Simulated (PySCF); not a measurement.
Method: B3LYP-D3(BJ)/def2-TZVP run with PySCF 2.14.0. Gas-phase values, no solvent. B3LYP has the VWN-RPA correlation part, as in Gaussian. Delta-SCF ions had no search for a lower state. 

Reference species (SMILES): `S` (neutral, multiplicity 1).

```json
{
  "vertical ionisation energy (Delta-SCF)": "10.41 eV",
  "HOMO–LUMO gap": "7.52 eV"
}
```

Changed species: `FC(F)(F)S` (X = trifluoromethyl; the reference has X = H).

Task: Give the shifts of the vertical ionisation energy (Delta-SCF) and HOMO–LUMO gap.

Result: the vertical ionisation energy (Delta-SCF) rises by 0.48 eV, to 10.89 eV; the HOMO–LUMO gap drops by 0.26 eV, to 7.26 eV.
